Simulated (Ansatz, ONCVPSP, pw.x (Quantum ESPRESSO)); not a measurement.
**What a changed setting does to a pw.x run (diamond Si)**

Potential: optimised norm-conserving Vanderbilt (ONCV), ONCVPSP 4.0.1.1 (patched build), PBE; core [Ne], reference 3s2 3p2; waves: 3s: rc 1.85 bohr, ncon 4, nbas 7, qcut 2.7 1/bohr, 2 projectors, debl 1.5 Ha; 3p: rc 1.85 bohr, ncon 4, nbas 8, qcut 4.7 1/bohr, local; d scattering state at 0.08 Ha: rc 2.50 bohr, ncon 4, nbas 8, qcut 3.9 1/bohr, 2 projectors, debl 3.1 Ha; local part: the p channel; core correction: Teter function, fcfact 2.5, rcfact 1.8.

The reference run (k-mesh 8³, cutoffs 80/320 Ry, Fermi–Dirac 0.01 Ry, mixing_beta 0.4, conv_thr 1e-9, no spin) gives -0.25 GPa at 20.463 Å³/atom, where all-electron LAPW gives -0.05 GPa. This run, with its own iteration cap, changes degauss to 0.02.

```
&control
  calculation='scf', prefix='x', pseudo_dir='./', outdir='./tmp', tstress=.true., disk_io='none'
/
&system
  ibrav=0, nat=2, ntyp=1, ecutwfc=80, ecutrho=320, nbnd=11,
  occupations='smearing', smearing='fd', degauss=0.02
/
&electrons
  conv_thr=1e-09, mixing_beta=0.4, electron_maxstep=60
/
ATOMIC_SPECIES
Si 1.0 Si.UPF
CELL_PARAMETERS angstrom
  0.00000000 2.73520428 2.73520428
  2.73520428 0.00000000 2.73520428
  2.73520428 2.73520428 0.00000000
ATOMIC_POSITIONS crystal
Si 0.0000 0.0000 0.0000
Si 0.2500 0.2500 0.2500
K_POINTS automatic
8 8 8 0 0 0
```

```bash
pw.x < Si.scf.in > Si.scf.out
```

How does the run end?

It converges in 7 iterations; the free energy moves by -6.2 meV/atom and the pressure by -0.07 GPa. In a metal, with Fermi–Dirac smearing, F lies below its zero-width value by a term in the square of the width.

```
Message from routine setup:
     using ibrav=0 with symmetry is DISCOURAGED, use correct ibrav instead
     lattice parameter (alat)  =       7.3098  a.u.
     unit-cell volume          =     276.1823 (a.u.)^3
     number of electrons       =         8.00
     number of Kohn-Sham states=           11
     kinetic-energy cutoff     =      80.0000  Ry
     charge density cutoff     =     320.0000  Ry
     scf convergence threshold =      1.0E-09
     Exchange-correlation= PBE
     number of k points=    29  Fermi-Dirac smearing, width (Ry)=  0.0200
     iteration #  1     ecut=    80.00 Ry     beta= 0.40
     total energy              =     -17.42053944 Ry
     estimated scf accuracy    <       0.05379283 Ry
     iteration #  2     ecut=    80.00 Ry     beta= 0.40
     total energy              =     -17.41756739 Ry
     estimated scf accuracy    <       0.01488896 Ry
     iteration #  3     ecut=    80.00 Ry     beta= 0.40
     total energy              =     -17.41824001 Ry
     estimated scf accuracy    <       0.00019290 Ry
     iteration #  4     ecut=    80.00 Ry     beta= 0.40
     total energy              =     -17.41825606 Ry
     estimated scf accuracy    <       0.00000166 Ry
     iteration #  5     ecut=    80.00 Ry     beta= 0.40
     total energy              =     -17.41825669 Ry
     estimated scf accuracy    <       0.00000020 Ry
     iteration #  6     ecut=    80.00 Ry     beta= 0.40
     total energy              =     -17.41825672 Ry
     estimated scf accuracy    <          7.7E-09 Ry
     iteration #  7     ecut=    80.00 Ry     beta= 0.40
     the Fermi energy is     6.2539 ev
!    total energy              =     -17.41825672 Ry
     estimated scf accuracy    <          4.5E-10 Ry
     smearing contrib. (-TS)   =      -0.00344273 Ry
     The total energy is F=E-TS. E is the sum of the following terms:
     one-electron contribution =       5.01954496 Ry
     hartree contribution      =       1.10261863 Ry
     xc contribution           =      -6.86212351 Ry
     ewald contribution        =     -16.67485408 Ry
     convergence has been achieved in   7 iterations
          total   stress  (Ry/bohr**3)                   (kbar)     P=       -3.20
     Message from routine punch:
     Nothing written, as per user request (disk_io='none')
```

The run took about 32 s on one core of a shared host (Neoverse-N1, 64 threads, 124 GiB, load 58).
